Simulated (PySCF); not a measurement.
Gas-phase reaction: HCN + CH₄ = NH₃ + C₂H₂ (acetylene)

Energies from PySCF (xtb for GFN2), thermal terms from the rigid-rotor harmonic-oscillator model, ideal gas at 1 bar. 'Table' is the NASA 1993 thermochemical table (part measured, part estimated). † marks an energy on the PBE0/def2-TZVP geometry and frequencies; other levels use their own. MP2 freezes the core. 6-31G* has spherical d functions here. All species are closed-shell singlets. B3LYP is the form with VWN-RPA correlation. MP2 isn't extrapolated to the basis-set limit.

Levels: a) M06-2X/def2-TZVP†; b) GFN2-xTB; c) B3LYP/6-31G*; d) MP2/def2-SVP†; e) PBE/def2-SVP.

Problem. Order the levels by the distance of their ΔH°(298 K) from the table for this reaction, closest first.

Solution. b (-2 kJ), a (+11 kJ), e (+30 kJ), d (+44 kJ), c (+54 kJ)

The table gives 122 kJ. The order holds for this reaction alone, and for the 1993 entries, some of which have been revised since.
